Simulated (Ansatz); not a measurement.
Write a Python script for the Ansatz DFT code, driven from Python that makes a single point from an input written key by key of C4H5NO, SMILES NCc1cc1=O. Use: Hartree-Fock, def2-SVP basis, multiplicity 1.

`input.yaml`
```yaml
crystal:
  periodic: [false, false, false]
  atoms:
    - { symbol: "N", position_ang: [-1.4997, 0.9336, 0.2322] }
    - { symbol: C, position_ang: [-0.8265, -0.3565, 0.2752] }
    - { symbol: C, position_ang: [0.5911, -0.2209, 0.0759] }
    - { symbol: C, position_ang: [1.8403, -0.305, 0.4985] }
    - { symbol: C, position_ang: [1.6112, -0.0015, -0.8671] }
    - { symbol: O, position_ang: [1.9863, 0.1914, -1.956] }
    - { symbol: H, position_ang: [-2.4958, 0.7975, 0.3998] }
    - { symbol: H, position_ang: [-1.4302, 1.3206, -0.7098] }
    - { symbol: H, position_ang: [-1.0205, -0.8213, 1.2476] }
    - { symbol: H, position_ang: [-1.2548, -1.0163, -0.4866] }
    - { symbol: H, position_ang: [2.4986, -0.5214, 1.2905] }
basis:
  gaussian: { orbitals: def2-SVP }
hamiltonian:
  xc: hf
output:
  forces: true
```

`run_deck.py`
```python
"""Run C4H5NO from an input written out key by key."""

import ansatz as az
import numpy as np
import pandas as pd

session = az.Session.from_deck("input.yaml")
report = session.plan(threads=1).execute().report

for key in ("converged", "free_energy_ev", "reference_energy_ev", "n_frozen", "n_occupied", "n_virtual"):
    print(f"{key:22s} {report[key]}")
symbols = ["N", "C", "C", "C", "C", "O", "H", "H", "H", "H", "H"]
field = report["mean_field"]
print("<S^2> =", round(abs(field["state"]["spin_squared"]), 4), " all-electron relativity setting:", field["relativity"])
print("passes:", field["passes"])
if "symmetry" in field:
    print("occupied orbitals by irrep:", field["symmetry"]["occupied"])

forces = np.array(report["forces_ev_ang"])
print("largest force", round(float(np.linalg.norm(forces, axis=1).max()), 4), "eV/A, rms", round(float(np.sqrt((forces ** 2).mean())), 4))
charges = report["charge_distribution"]
table = pd.DataFrame({"atom": symbols, "mulliken": charges["mulliken_charges_e"], "lowdin": charges["lowdin_charges_e"]})
print(table.round(3).to_string())
print("dipole (e A):", np.round(charges["dipole_moment_e_ang"], 4) + 0.0)
```

Running `python run_deck.py` prints:
```text
converged              True
free_energy_ev         -7711.123537269915
reference_energy_ev    -7711.123537269915
n_frozen               0
n_occupied             [22, 22]
n_virtual              [87, 87]
<S^2> = 0.0  all-electron relativity setting: none
passes: {'evaluations': 12, 'products': 26}
occupied orbitals by irrep: [{'A': 22}, {'A': 22}]
largest force 2.6484 eV/A, rms 0.8189
   atom  mulliken  lowdin
0     N    -0.365   0.076
1     C     0.262   0.067
2     C    -0.100  -0.068
3     C    -0.168   0.068
4     C     0.348  -0.123
5     O    -0.361  -0.031
6     H     0.124  -0.001
7     H     0.129   0.001
8     H     0.034  -0.002
9     H     0.044  -0.004
10    H     0.054   0.017
dipole (e A): [-0.5735 -0.344   0.6205]
```

What to keep in mind:
- Total energies depend on the basis set; only differences at equal settings carry meaning.
- The geometry is a force-field or estimated start, not a minimum of this method, and the basis set is short of its limit.
- The Löwdin charges here are taken after orthogonalising the functions within each atom; they differ from plain Löwdin charges, and their signs can be unphysical.
- The whole script took 1.9 s on 1 thread of Arm Neoverse V2, on a shared host, peak memory 0.29 GiB.
